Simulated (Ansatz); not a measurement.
**HO+ (triplet): from Hartree-Fock to the top rungs, aug-cc-pVTZ**

One table from this session's results is given with a row withheld; the runs are named, their logs left out.

Method: aug-cc-pVTZ, core rule «outside noble gas», up to 1 orbitals frozen; program: Ansatz 0.2.0, Gaussian basis.

The runs, in order: UHF; CCSD(T) on ROHF; CCSD(T) on UHF; BCCD(T) on ROHF; CCSDT(Q) on ROHF; CCSDT(Q) on UHF; CASSCF and MRCISD+Q, 6 electrons in 5 orbitals; CASSCF and NEVPT2, 6 electrons in 5 orbitals.

2 further runs of the same task are left out: 2 set aside as unsound or not needed.

### What is computed

The geometry is a PBE0/def2-TZVP stationary point (not a proven minimum) of the parent state, kept for this charge and spin.

2 atoms, charge 1, spin multiplicity 3.

Atoms are counted from 1 here; the program's logs count them from 0.

Bond lengths: O1–H2 1.037 Å.

The first run:

File in.yaml:

```yaml
crystal:
  periodic: [false, false, false]
  atoms:
    - {symbol: O, position_ang: [0.000000, 0.000000, 0.000000]}
    - {symbol: H, position_ang: [0.000000, 0.000000, 1.036612]}
basis:
  gaussian: {orbitals: aug-cc-pVTZ}
total_charge: 1
magnetization: {spin_polarized: true, initial_magnetization: 2}
hamiltonian: {xc: hf}
output: {orbitals: {seedname: orbitals}}
```

Started as:

```
$ ansatz run in.yaml --threads 1 --pin off --events-out ev --progress --plain --max-ram 3956MiB --backend cpu
```

Among the steps run: UHF; CCSD(T) on ROHF; CCSD(T) on UHF; BCCD(T) on ROHF; CCSDT(Q) on ROHF; CCSDT(Q) on UHF; CASSCF and MRCISD+Q, 6 electrons in 5 orbitals; CASSCF and NEVPT2, 6 electrons in 5 orbitals.

One of the session's tables, all rows but one given; the rest of the session is left out.

| method | from UCCSDT(Q) (meV) |
| --- | --- |
| ROHF | +4803.7 |
| UHF | +4567.7 |
| RMP2 | +593.0 |
| UMP2 | +596.6 |
| RCCSD | +106.5 |
| UCCSD | +100.3 |
| RCCSD(T) | +14.7 |
| UCCSD(T) | +11.6 |
| BCCD(T) | +14.9 |
| RCCSDT | +5.2 |
| UCCSDT | +1.8 |
| RCCSDT(Q) | +3.3 |
| UCCSDT(Q) | 0 |
| CASSCF valence | ? |
| NEVPT2 valence | +590.0 |
| MRCISD valence | +144.1 |
| MRCISD+Q valence | +23.3 |

Q: Estimate the row for CASSCF valence from the others.

**Answer.** from UCCSDT(Q) (meV): +4023.5. In the column «from UCCSDT(Q) (meV)» it lies between UMP2 (+596.6) and UHF (+4567.7).

Caveats from the session: Restricted and unrestricted rows rest on different reference determinants; where their highest levels disagree by more than a few hundredths of an eV, they describe different states and don't form one ladder.
